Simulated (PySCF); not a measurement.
CH₃S, SMILES C[S], multiplicity 2. The structure is a stationary point at PBE-D3(BJ)/def2-TZVP. The isomer is the one that the SMILES or the coordinates give; other isomers of the formula were not compared.

Computed equilibrium geometry at PBE-D3(BJ)/def2-TZVP (PySCF confirms it by a frequency run) as bond lengths and angles, and its point group:
point group Cs.
Atoms: C1 S2 H3 H4 H5. Bonds (Å): C1–S2 1.792, C1–H3 1.099, C1–H4 1.105, C1–H5 1.099. Bond angles (°): S2–C1–H3 112.1, S2–C1–H4 106.2, S2–C1–H5 112.1, H3–C1–H4 107.5, H3–C1–H5 111.1, H4–C1–H5 107.5.
Charge 0, spin multiplicity 2.
